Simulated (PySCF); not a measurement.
C3H3F3.
Numbering: `[CH2:1]=[CH:2][C:3]([F:4])([F:5])[F:6]` (hydrogens: H7, H8 on C1; H9 on C2)

Geometry (PBE0-D3(BJ)/def2-SVP, Å), atoms numbered from 1 in this order:
```xyz
9
C3H3F3 angstrom
C      1.3587    0.3824   -0.0800
C      0.3471   -0.4730    0.0256
C     -1.0870   -0.0510    0.0383
F     -1.2354    1.2685   -0.0848
F     -1.7607   -0.6293   -0.9623
F     -1.6869   -0.4189    1.1769
H      2.3933    0.0320   -0.0894
H      1.1838    1.4581   -0.1616
H      0.4977   -1.5535    0.1054
```

Theory: MP2 and CCSD/aug-cc-pVDZ in PySCF, restricted Hartree–Fock reference, 6 core orbitals frozen, non-relativistic, gas phase, PBE0-D3(BJ)/def2-SVP geometry.

E(HF) = -413.70787 Eh.

Question: How large is the problem?

Answer: 165 basis functions and 48 electrons; 6 orbitals frozen, which leaves o = 18 correlated occupied and v = 141 virtual orbitals. That is o·v = 2538 singles and o·v(o·v + 1)/2 = 3221991 distinct closed-shell doubles amplitudes before symmetry; the costliest CCSD step grows as o²v⁴ = 1.3 × 10^11.

Question: What are the MP2 and CCSD correlation energies?

Answer: MP2 -1.0121 Eh and CCSD -1.0425 Eh, which gives totals of -414.72000 and -414.75039 Eh. That is 0.788 eV for each correlated electron at CCSD (2737 kJ/mol in all, 0.251 % of the total energy); MP2 gives 97.1 % of the CCSD value.

Question: What is the T1 diagnostic?

Answer: 0.0131, below the customary warning level of 0.02. It is the norm of the spatial-orbital singles amplitudes over the root of the number of correlated electrons, so the norm is 0.079.

Question: How does correlation change the dipole moment?

Answer: HF gives 2.66 D and CCSD (unrelaxed density) 2.34 D, a change of -0.32 D.

No triples correction and no basis-set extrapolation were made.

The job also held the EOM ionisation roots. Time: 9.0 min of wall time. Hardware: one thread of an Arm Neoverse V1 (shared host).
